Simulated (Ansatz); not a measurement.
## Ansatz (development build ahead of 0.2.0) run

```yaml
crystal:
  periodic: [false, false, false]
  atoms:
    - { symbol: P, position_ang: [0.0, 0.0, -1.02222] }
    - { symbol: P, position_ang: [0.0, 0.0, 1.02222] }
basis:
  gaussian: { orbitals: "6-31G" }
magnetization:
  spin_polarized: true
hamiltonian:
  xc: hf
correlation:
  method: ccsd_t
  frozen_orbitals: { P: 5 }
```

The input is written out in the form of the current development build from the run's settings.

Output:

```yaml
Converged: yes
Reference_energy: -681.35593 hartree
Correlation_energy: -0.15373 hartree
Total_energy: -681.50966 hartree
```
